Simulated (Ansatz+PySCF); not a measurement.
Results of a calculation; reference values are marked as such.
## Ansatz (development build ahead of 0.2.0) run

```yaml
crystal:
  periodic: [false, false, false]
  atoms:
    - { symbol: H, position_ang: [0.00771, 0.41876, 0.35198] }
    - { symbol: O, position_ang: [0.00691, 0.65644, 1.27599] }
    - { symbol: O, position_ang: [-0.00834, -0.51553, 1.95456] }
basis:
  gaussian: { orbitals: cc-pVTZ }
magnetization:
  spin_polarized: true
  initial_magnetization: 1
hamiltonian:
  xc: hf
correlation:
  method: mp2
  frozen_orbitals: { H: 0, O: 1 }
output:
  forces: true
```

The input is written out in the form of the current development build from the run's settings.

Results

```
Converged                                                          : yes
Reference energy                                                   : -150.23569 hartree
Correlation energy                                                 : -0.44222 hartree
Total energy                                                       : -150.67791 hartree
Spin squared of the determinant                                    : 0.762
Stability test                                                     : minimum
Occupied orbitals by symmetry in an Abelian subgroup (alpha; beta) : 7 A' 2 A''; 7 A' 1 A''
```

Forces (eV/Å):
```csv
atom,Fx,Fy,Fz
H1,-0.003,-0.516,-0.722
O2,-0.017,-0.978,1.848
O3,0.020,1.494,-1.126
```
